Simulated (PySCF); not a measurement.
# Working out the ionisation energy of Si

Si [Ne] 3s2 3p2 (3P) → Si⁺ [Ne] 3s2 3p1 (2P). All numbers are calculated (PySCF 2.14, the non-relativistic Hamiltonian (point nucleus), in def2-TZVP (5s5p2d1f, 37 functions)). Frozen: [Ne]. Energies in hartree (1 hartree = 27.21139 eV):

```
            part   Si (lower)  Si⁺ (upper)
             UHF  -288.850793  -288.570014
CCSD correlation    -0.073530    -0.057840
             (T)    -0.002421    -0.001051
```

**Question.** What does Hartree-Fock give?

**Answer.** (-288.570014) − (-288.850793) = 0.280779 hartree = 7.640 eV.

**Question.** What do CCSD and CCSD(T) give?

**Answer.** The CCSD correlation energies differ by 0.015690 hartree = 0.427 eV and the triples by 0.001370 hartree = 0.037 eV, so CCSD gives 8.067 eV and CCSD(T) 8.104 eV.

Measured between the centres of the two terms (NIST): 8.157 eV, so CCSD(T) (valence) is off by -0.053 eV.

What remains against the reference includes basis incompleteness, the frozen core and higher excitations.
